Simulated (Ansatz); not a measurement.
# FHOSi: the cost of one run

All numbers are computed with Ansatz 0.2.0, driven from Python. Level of theory: MP2/def2-SVP.

## Step 1: The structure

Bond lengths: O1–Si2 1.603 Å, Si2–F3 1.594 Å, O1–H4 0.962 Å. Angles: O1–Si2–F3 103.5°, Si2–O1–H4 117.5°.

The script holds or builds the structure itself.

## Step 2: Script

run_pa.py reads:

```python
"""Proton affinity of FHOSi at one site."""

from dataclasses import dataclass

import ansatz as az
import numpy as np


@dataclass(frozen=True)
class RunConfig:
    basis: str = "def2-SVP"
    method: str = "mp2"
    charge: int = 1
    fmax: float = 0.01


cfg = RunConfig()

GEOMETRY = """
O    -0.58790    0.74980   -0.17120
Si    0.29300    0.04800    0.96960
F     0.90970   -1.22470    0.23460
H    -0.55930    0.36660   -1.05330
"""


def main() -> None:
    mol = az.Crystal.molecule()
    for line in GEOMETRY.strip().splitlines():
        symbol, *xyz = line.split()
        mol = mol.atom(symbol, [float(v) for v in xyz])

    job = mol.calculation().basis(gaussian=cfg.basis).correlation(cfg.method)
    symbols = [site.symbol for site in mol.cartesian_sites]
    start = np.array([site.position_ang for site in mol.cartesian_sites], dtype=float)
    report = job.relax(force_tolerance=0.01).run(threads=1, backend="cpu").report
    end = np.array(report["positions_ang"])

    # start the new hydrogen opposite the existing bonds
    away = sum((end[0] - end[j]) / np.linalg.norm(end[0] - end[j]) for j in [1, 3]) + np.array([0.15, 0.1, -0.2])
    proton = end[0] + 1.0 * away / np.linalg.norm(away)
    acid = az.Crystal.molecule()
    for symbol, place in zip(symbols, end):
        acid = acid.atom(symbol, place.tolist())
    acid = acid.atom("H", proton.tolist())
    protonated = (
        acid.calculation()
        .basis(gaussian=cfg.basis)
        .correlation(cfg.method)
        .charge(cfg.charge)
        .relax(force_tolerance=cfg.fmax, max_steps=80)
    )
    after = protonated.run(threads=1, backend="cpu").report
    xyz = np.array(after["positions_ang"])
    reach = np.linalg.norm(xyz[:-1] - xyz[-1], axis=1)
    print(f"base {report['free_energy_ev']:.5f} eV, protonated {after['free_energy_ev']:.5f} eV")
    print(f"the proton ends {reach.min():.3f} A from {symbols[reach.argmin()]}{reach.argmin()}")
    print(f"electronic proton affinity {23.060548 * (report['free_energy_ev'] - after['free_energy_ev']):.1f} kcal/mol")


if __name__ == "__main__":
    main()
```

## Step 3: What the engine is handed

The package turns the script's settings into the engine's input (first run):

```yaml
crystal:
  periodic: [false, false, false]
  atoms:
    - { symbol: O, position_ang: [-0.5879, 0.7498, -0.1712] }
    - { symbol: Si, position_ang: [0.293, 0.048, 0.9696] }
    - { symbol: F, position_ang: [0.9097, -1.2247, 0.2346] }
    - { symbol: H, position_ang: [-0.5593, 0.3666, -1.0533] }
basis:
  gaussian:
    orbitals: def2-SVP
correlation:
  method: mp2
relax:
  f_tol: 0.01
```

## Step 4: Running it

On the command line:

```console
$ python run_pa.py
```

**Question.** How long does this script take on 1 thread of Arm Neoverse V2, shared host, and how much memory does it need?

About 12 s, with a peak of 0.19 GiB.
